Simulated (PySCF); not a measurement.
# AsClH4: the cost of one run

Computed with PySCF 2.14.0; each step states its level. No surroundings beyond the atoms listed, unless a continuum is named. Atoms count from 0, parts from 1.

### 1 Starting point

6 atoms, charge 0, multiplicity 1; geometry: GFN2-xTB. Parts: 1 = atoms 0–1, `Cl`, charge 0; 2 = atoms 2–5, `[AsH3]`, charge 0.

### 2 Geometry optimisation at PBE0-D3(BJ)/def2-TZVPD

Job settings and geometry (Å):

```
{"job": {"xc": "PBE0", "basis": "def2-TZVPD", "d3": "d3bj", "grid": 3, "kind": "geom", "shake": 0.01}, "charge": 0, "multiplicity": 1, "parts": [{"atoms": "0-1", "charge": 0, "multiplicity": 1}, {"atoms": "2-5", "charge": 0, "multiplicity": 1}]}
Cl     0.541426     0.014410     0.231167
H     -0.499941     0.101920    -0.551706
As     2.880932    -0.169679     1.895951
H      2.632578     1.288846     2.090345
H      3.926333    -0.098030     2.970615
H      1.853904    -0.486868     2.925852
```

The run is started by

```sh
> OMP_NUM_THREADS=1 python cluster_run.py task.json out
```

One launch serves the whole session: the jobs run in the order shown.

**Question.** How long does this first job take on 1 thread of Arm Neoverse V1, shared host, and how much memory does it need?

About 53 s, with a peak of 0.59 GiB.
